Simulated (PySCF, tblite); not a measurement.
Isomers of C4H12NP, one GFN2-xTB conformer each. Single-point energies are computed at PBE0/pcSseg-1 (PySCF, gas phase, no added dispersion term), electronic only.

Task: Rank them by PBE0/pcSseg-1 energy, lowest first (kcal/mol).
A. `[CH3:1][CH:2]([CH3:3])[P:4]([CH3:5])[NH2:6]` with C1–C2–P4–C5 -70°, C2–P4–N6–H -81° and 162°
B. `[CH3:1][N:2]([CH3:3])[P:4]([CH3:5])[CH3:6]` with C1–N2–P4–C5 -68°
C. `[CH3:1][CH2:2][N:3]([PH2:4])[CH2:5][CH3:6]` with C1–C2–N3–P4 90°, C2–N3–P4–H -111° and 158°, C2–N3–C5–C6 95°
D. `[CH3:1][PH:2][CH2:3][N:4]([CH3:5])[CH3:6]` with C1–P2–C3–N4 -164°, P2–C3–N4–C5 167°
E. `CP(C)(C)=NC`

Result: A (0.0), B (12.0), E (16.1), C (16.3), D (20.9).

As drawn, the lowest has an N–H bond, which the highest lacks. Neighbours under 2.5 kcal/mol apart (CN=P(C)(C)C and CCN(P)CC) can change places with a better method, another conformer or zero-point energy. GFN2-xTB itself gives, in the same order: 1.9, 3.3, 13.9, 0.0, 14.9. GFN2-xTB puts CCN(P)CC lowest instead; measured from each level's own lowest isomer, the values differ by up to 16.3 kcal/mol (CCN(P)CC: 0.0 against 16.3).

Task: Which frontier levels, dipoles and rotational constants go with these structures?

Result: 
| SMILES | HOMO (eV, PBE0/pcSseg-1) | LUMO (eV) | dipole (D) | A, B, C (MHz) |
| --- | --- | --- | --- | --- |
| CC(C)P(C)N | -5.81 | 0.98 | 0.60 | 3726, 2302, 1622 |
| CN(C)P(C)C | -5.57 | 1.17 | 0.72 | 3757, 2446, 1706 |
| CN=P(C)(C)C | -5.62 | 0.92 | 3.11 | 3376, 2074, 2024 |
| CCN(P)CC | -6.23 | 0.72 | 1.48 | 2789, 2512, 1646 |
| CPCN(C)C | -6.16 | 0.94 | 1.43 | 6094, 1447, 1258 |

Task: What happens when harmonic zero-point energies from GFN2-xTB frequencies are added?

Result: 
| SMILES | ZPE (kcal/mol) | electronic (kcal/mol) | with ZPE (kcal/mol) |
| --- | --- | --- | --- |
| CC(C)P(C)N | 97.6 | 0.0 | 0.0 |
| CN(C)P(C)C | 97.2 | 12.0 | 11.6 |
| CN=P(C)(C)C | 94.9 | 16.1 | 13.4 |
| CCN(P)CC | 96.6 | 16.3 | 15.3 |
| CPCN(C)C | 96.4 | 20.9 | 19.7 |

The zero-point energies span 2.7 kcal/mol. The order is unchanged.
